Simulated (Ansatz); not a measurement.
Basis-set extrapolation for C₃H₅FN₂, SMILES `C=C1NC(F)N1` (PBE0-D4/def2-TZVP geometry, frozen core, Ansatz). Multiplicity 1, RHF reference.

```json
{"": "HF", "def2-TZVPP": "-324.930874", "def2-QZVPP": "-324.945188"}
{"": "MP2 correlation", "def2-TZVPP": "-1.133046", "def2-QZVPP": "-1.217327"}
{"": "CCSD(T) correlation", "def2-TZVPP": "-1.206709", "def2-QZVPP": "not run"}
```

Energies in hartree. Use E(X) = E(∞) + A·exp(−7.88·√X) for Hartree–Fock and E(X) = E(∞) + B·X^(−2.97) for correlation, with X = 3 and 4, and add CCSD(T) minus MP2 of the smaller set to the MP2 limit.

Task: What is the CCSD(T) energy at the basis-set limit?

Result: HF limit: -324.945188 + (-0.014314) × 0.13774 = -324.94716. MP2 limit: -1.217327 + (-0.084281) × 0.74074 = -1.27976. Higher-order term: -1.206709 − (-1.133046) = -0.07366. Total: -326.30058 hartree, 4.44 eV below CCSD(T)/def2-TZVPP.
